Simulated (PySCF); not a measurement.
# How the method moves the HOMO and LUMO of `C=P(C)(C)C`

Compound: C₄H₁₁P.
Cartesian coordinates in Å at the PBE0-D3(BJ)/def2-SVP level; atoms count from 1:
```xyz
16
C4H11P angstrom
C      0.2967    1.4800    1.2248
P      0.0483    0.2078    0.1669
C      1.3614   -0.4207   -0.9836
C     -1.3028    0.5832   -0.9937
C     -0.4032   -1.3091    1.0656
H      0.8986    1.2859    2.1171
H      0.3465    2.4871    0.8022
H      1.0244   -1.2633   -1.6096
H      2.2288   -0.7364   -0.3847
H      1.6824    0.4079   -1.6329
H     -1.0379    1.4938   -1.5520
H     -2.2187    0.7809   -0.4211
H     -1.4647   -0.2372   -1.7073
H     -0.6016   -2.1419    0.3754
H      0.4306   -1.5863    1.7276
H     -1.2874   -1.1048    1.6839
```

Basis pcSseg-1 throughout (PySCF), one geometry. Geometry: PBE0-D3(BJ)/def2-SVP; no solvent, vibrations or thermal averaging.

**Question.** How do the orbital energies, the gap and the dipole change with the method?

**Answer.** 
```tsv
method	kind	HOMO (eV)	LUMO (eV)	gap (eV)	μ (D)	SCF cycles
BLYP	GGA	-3.46	0.18	3.64	2.98	13
B97-D	GGA	-3.56	0.32	3.88	3.02	13
OPBE	GGA	-3.59	0.50	4.09	2.99	14
PBE	GGA	-3.63	0.18	3.80	2.98	14
KT3	GGA	-3.67	0.05	3.73	2.90	14
KT2	GGA	-3.70	0.07	3.77	2.89	13
BP86	GGA	-3.72	0.26	3.99	3.00	13
LDA	LDA	-3.75	0.00	3.75	2.99	13
B3LYP	global hybrid	-4.49	0.65	5.14	3.12	12
PBE0	global hybrid	-4.72	0.97	5.69	3.14	12
mPW1PW91	global hybrid	-4.74	0.99	5.74	3.16	12
HF	Hartree–Fock	-7.18	3.66	10.84	3.54	10
```

The HOMO spans 3.72 eV, from BLYP down to HF, and the gap runs from 3.64 eV (BLYP) to 10.84 eV (HF). Over the methods BLYP (0 %), B97-D (0 %), OPBE (0 %), PBE (0 %), KT3 (0 %), KT2 (0 %), BP86 (0 %), LDA (0 %), B3LYP (20 %), PBE0 (25 %), mPW1PW91 (25 %), HF (100 %), a straight line through the gap against the share of exact exchange rises by 0.70 eV for each 10 % (correlation coefficient 0.998). The dipole ranges from 2.89 D (KT2) to 3.54 D (HF). This basis has no diffuse functions.
